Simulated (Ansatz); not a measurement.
Reaction (substitution at a C–C bond): `CC(O)(F)C=N` + H₂S → `CC(O)(F)S` + `C=N`

Computed with Ansatz on PBE0-D4/def2-TZVP structures; ΔE is electronic, products minus reactants. CBS: MP2 limit from def2 TZ/QZ plus the TZ coupled-cluster correction, frozen cores. This one scheme is used for every species. DFT in def2-TZVPP. B3LYP here is the variant with VWN-RPA as its local correlation; programs differ in this. Each species was taken in one conformer, which may not be the lowest.

`CC(O)(F)C=N`:

```xyz
12

C    -0.804    0.396    1.156
C    -0.116   -0.369    0.057
O    -1.058   -1.135   -0.600
F     0.830   -1.209    0.631
C     0.609    0.534   -0.924
N     1.842    0.537   -1.176
H    -0.069    0.938    1.750
H    -1.517    1.103    0.731
H    -1.341   -0.308    1.793
H    -0.645   -1.554   -1.363
H    -0.049    1.223   -1.461
H     2.318   -0.157   -0.594
```

H₂S:

```xyz
3

S     0.469   -0.158   -0.372
H    -0.783    0.273   -0.587
H     0.314   -0.115    0.959
```

`CC(O)(F)S`:

```xyz
10

C    -0.475   -1.052    0.149
C    -0.033    0.382    0.059
O    -0.093    0.949    1.302
F    -0.888    1.051   -0.798
S     1.673    0.598   -0.591
H    -1.492   -1.081    0.547
H    -0.459   -1.509   -0.839
H     0.191   -1.604    0.810
H     0.231    1.856    1.240
H     1.346    0.411   -1.879
```

`C=N`:

Z-matrix (Å, degrees):
```
C
N 1 1.261
H 1 1.096 2 124.9
H 1 1.092 2 118.8 3 -180.0
H 2 1.021 1 111.0 3 -0.0
```

| level | ΔE (kcal/mol) | difference from CCSD(T)/CBS |
| --- | --- | --- |
| B3LYP-D4 | 7.5 | -0.4 |
| ωB97M-V | 8.0 | 0.1 |
| B2PLYP | 7.8 | -0.1 |
| PBE | 6.8 | -1.1 |
| B3LYP | 7.5 | -0.4 |
| MP2/def2-TZVPP | 8.2 | 0.3 |
| MP2/def2-QZVPP | 7.7 | -0.2 |
| SCS-MP2/def2-QZVPP | 7.6 | -0.3 |
| HF/CBS(def2) | 9.0 | 1.1 |
| CCSD/CBS(def2) | 8.2 | 0.3 |
| CCSD(T)/CBS | 7.9 | 0 |

Largest T1 diagnostic among the species: 0.012.

From PBE to PBE0 (25 % exact exchange), in def2-TZVPP and without D4, ΔE moves by +0.9 kcal/mol.
